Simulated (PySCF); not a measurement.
Compound: C2H7OP.
Atom-mapped SMILES: `[CH3:1][PH:2]([CH3:3])=[O:4]` (hydrogens: H5, H6, H7 on C1; H8 on P2; H9, H10, H11 on C3)

A GFN2-xTB structure was refined with PySCF 2.14.0, PBE0-D3(BJ)/def2-SVP geometry optimisation, gas phase. Its GFN2-xTB values:

```csv
coordinate,GFN2-xTB
C1–P2,1.814 Å
C1–H5,1.090 Å
P2=O4,1.480 Å
P2–H8,1.397 Å
C1–P2–C3,105.6°
C1–P2–O4,115.7°
C1–P2–H8,105.0°
P2–C1–H5,112.4°
P2–C1–H6,106.7°
O4–P2–H8,113.2°
H5–C1–H6,108.3°
H6–C1–H7,108.1°
```

Task: How do these coordinates change at the PBE0-D3(BJ)/def2-SVP level?

Result: 
```csv
coordinate,PBE0-D3(BJ)/def2-SVP (Å or °),change
P2–H8,1.431,+0.034
P2=O4,1.494,+0.014
C1–H5,1.100,+0.010
C1–P2,1.815,+0.001
C1–P2–H8,102.1,-2.9
O4–P2–H8,115.6,+2.4
P2–C1–H6,108.5,+1.8
H5–C1–H6,109.6,+1.3
C1–P2–O4,114.9,-0.8
P2–C1–H5,111.8,-0.6
C1–P2–C3,105.3,-0.3
H6–C1–H7,108.3,+0.2
```

The energy falls by 0.084 eV over 10 energy and gradient evaluations, the largest force component goes from 0.0295 to 1.8e-04 Eh/bohr, and the atoms move by 0.032 Å rms after alignment. The bond that changes most is P2–H8 (phosphoryl phosphorus to P–H hydrogen), which lengthens by 0.034 Å. Bonds longer at the end by more than 0.005 Å: 5 of 10; shorter: 2. Rotational constants go from 6834, 6276, 3794 to 6674, 6305, 3757 MHz.

The run used 95 basis functions and 64 SCF cycles in all. Hardware: AMD EPYC 9R14, one thread, shared host with 96 logical CPUs at a one-minute load of 16. Cost: 18 s of wall time, 0.40 GiB resident at most.

No PBE0-D3(BJ)/def2-SVP frequencies stand behind this structure, so it isn't proved a minimum.
